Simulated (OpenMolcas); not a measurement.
# A ladder of methods for SiH3 (silyl radical)

SiH3 has 4 atoms, charge 0, and is taken as a doublet. SMILES: `[SiH3]`. Geometry: relaxed at GFN2-xTB.

```tsv
atom	x (Å)	y (Å)	z (Å)
Si	0.2066	-0.0189	-0.1151
H	0.5871	0.6618	1.1056
H	-0.1950	-1.4016	0.0434
H	-0.5987	0.7587	-1.0339
```

Each level gives the energy change with the Si1–H3 bond stretched from 1.449 to 2.535 Å (eV). The values are calculated.

```csv
level,kind,program,value (eV),less FCI/3-21G,CPU time (all runs)
ROHF/3-21G,Hartree–Fock,OpenMolcas,3.15,+0.89,5 s
U-r2SCAN/3-21G,meta-GGA,OpenMolcas,2.72,+0.46,15 s
UB3LYP/3-21G,global hybrid,OpenMolcas,2.66,+0.40,12 s
UPBE0/3-21G,global hybrid,OpenMolcas,2.76,+0.50,14 s
"CASSCF(3,3)/3-21G",multireference,OpenMolcas,2.21,-0.05,3.6 s
"CASSCF(7,7)/3-21G",multireference,OpenMolcas,2.19,-0.07,3.7 s
ROCCSD(T)/3-21G,coupled cluster or CI,OpenMolcas,2.28,+0.02,5.8 s
FCI/3-21G,exact in the basis,OpenMolcas,2.26,0.00,26 s
```

FCI/3-21G is exact within its basis and frozen core, so for wave-function methods in that basis the difference is their error; functionals converge differently with the basis, so for them it is only a difference. The first shape isn't each level's own minimum. The values span 2.19 to 3.15 eV. Spin contamination of the reference (⟨S²⟩ at least 0.1 too high) touches UPBE0/3-21G. All rows use very small basis sets, so even the best lies far from the true value. Times are those of the runs behind each value, whatever else they computed, on shared processors of several kinds: orders of magnitude only.
